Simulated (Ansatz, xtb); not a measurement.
H3SSi2+: which of two isomers lies lower

Structure X: `[SiH3][Si]#[S+]`, a singlet. Structure Y: `[SiH]1=[S+][SiH2]1`, a singlet. Both are isolated ions in the gas phase, relaxed with B3LYP-D3(BJ)/def2-SVP.

X (Å):

```xyz
6

S    -4.2157   -0.5354    0.5829
Si    0.1120   -0.7699    0.6111
Si   -2.3123   -0.6388    0.5961
H     0.3757   -0.7363    2.0673
H     0.3165   -2.0664   -0.0732
H     0.4527    0.4493   -0.1559
```

Y (Å):

```xyz
6

S     0.2912   -1.8572    0.2101
Si   -1.0174   -1.3583    1.7164
Si   -1.0185   -0.0498   -0.1282
H    -1.1729   -2.0827    3.0016
H    -2.0905   -0.2513   -1.1223
H    -0.3049    1.2405   -0.0652
```

Energies in hartree; the thermal terms are from B3LYP-D3(BJ)/def2-SVP harmonic frequencies (ideal gas, rigid rotor, one conformer each, 298.15 K, 1 atm) and include the zero-point energy:

|  | X | Y |
| --- | --- | --- |
| E, CCSD(T)/def2-TZVP | −977.334505 | −977.340244 |
| zero-point energy | 0.026924 | 0.027232 |
| H(298 K) − E | 0.033301 | 0.032850 |
| G(298 K) − E | −0.001123 | −0.000563 |

Q: Work out ΔE, ΔE₀, ΔH and ΔG for X → Y in kcal/mol (1 Eh = 627.51 kcal/mol) and the equilibrium ratio [Y]/[X].

A: 1. ΔE = −977.340244 − (−977.334505) = −0.005739 Eh = −3.60 kcal/mol.
2. ΔE₀ = ΔE + ΔZPE = −0.005739 + (+0.000308) Eh = −3.41 kcal/mol.
3. ΔH = ΔE + (−0.000451) Eh = −3.88 kcal/mol.
4. ΔG = ΔE + (+0.000560) Eh = −3.25 kcal/mol, so ΔS = (ΔH − ΔG)/T = −8.9 J/(mol K).
5. kT = 0.9442 mEh, so K = [Y]/[X] = exp(−ΔG/kT) = exp(+5.49) ≈ 240.

Structure Y is favoured at this temperature. An error of 1 kcal/mol in ΔG would change K by a factor of 5.4. GFN2-xTB, HF/STO-3G gave ΔE the other sign. Large T1 diagnostics make the coupled-cluster value less sure. Mirror images and further conformers aren't counted.

As drawn, Y has 1 S=Si, 1 S–Si in place of 1 S≡Si. Structure X has no ring, Y a 3-membered ring.

Other levels gave ΔE = +15.2 (GFN2-xTB); +13.4 (HF/STO-3G, GFN2-xTB geometries); −5.0 (r2SCAN-D4/def2-SVP, GFN2-xTB geometries); −2.0 (B3LYP-D3(BJ)/def2-SVP); −4.8 (HF/def2-TZVP); −4.6 (MP2/def2-TZVP) kcal/mol. The correlated steps freeze 15 core orbitals. Programs: Ansatz 0.2.0, xtb 6.7.1.
